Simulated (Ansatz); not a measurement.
Two isomers of C4H8O: A = `C=C(C)OC`, B = `C=C(C)CO`.

Isolated molecules relaxed with PBE0-D4/def2-TZVP in Ansatz; ΔE leaves out vibrations. CBS: MP2 limit from def2 TZ/QZ plus the TZ coupled-cluster correction, frozen cores. DFT in def2-TZVPP. B3LYP here is the variant with VWN-RPA as its local correlation; programs differ in this. One conformer a species, not always the lowest.

Problem. Which is lower in electronic energy at CCSD(T)/CBS, and by how much? (Estimate.)

Solution. Computed: B, by 3.7 kcal/mol.

Problem. Give E(B) − E(A) in kcal/mol with B3LYP-D4, B2PLYP, CCSD/def2-TZVPP, CCSD(T)/def2-TZVPP, ωB97M-V, PBE0-D4, MP2/def2-TZVPP. (Estimate.)

Solution. The calculation gave: B3LYP-D4 -1.6, B2PLYP -2.0, CCSD/def2-TZVPP -3.4, CCSD(T)/def2-TZVPP -3.2, ωB97M-V -2.4, PBE0-D4 -2.1, MP2/def2-TZVPP -3.5. None reverses the order clearly.

Largest T1 diagnostic: 0.012.

In def2-TZVPP, CCSD(T) changes the Hartree–Fock value by −1.1 kcal/mol (the triples alone add +0.2 kcal/mol) and MP2 by −1.4 kcal/mol.
